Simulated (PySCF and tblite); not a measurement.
The numbers below are computed, except where a source is named.
C₄H₉N, numbered as in [CH3:1][NH:2][CH:3]1[CH2:4][CH2:5]1.

Level: PBE0-D3(BJ)/def2-TZVP (IEF-PCM, chloroform)//GFN2-xTB, thermal terms from GFN2-xTB, symmetry numbers and mirror pairs counted. Conformers within 2.5 kcal/mol (GFN2-xTB free energy) were kept, 5 at most. Codes: tblite and PySCF.

Rotational constants are equilibrium values for the commonest isotopes; dipoles come from the energy level named and are polarised by its solvent model.

Torsions listed: C1–N2–C3–C4. Of a mirror pair one member is shown.

| conformer | shape | symmetry |
| --- | --- | --- |
| 1 | -158° | C1 (pair) |
| 2 | -153° | C1 (pair) |

**Question.** Give the rotational constants and dipole components.

**Answer.** 
```tsv
conformer	A (MHz)	B (MHz)	C (MHz)	abs μa (D)	abs μb (D)	abs μc (D)	κ	Ic−Ia−Ib (u Å²)
1	12805	3348	2999	0.42	0.38	1.05	-0.93	-21.9
2	12735	3317	2992	0.15	0.89	0.66	-0.93	-23.1
```

**Question.** Which type of transition is strongest for conformer 1?

**Answer.** c-type, since that component is clearly the largest; the top is near-prolate.
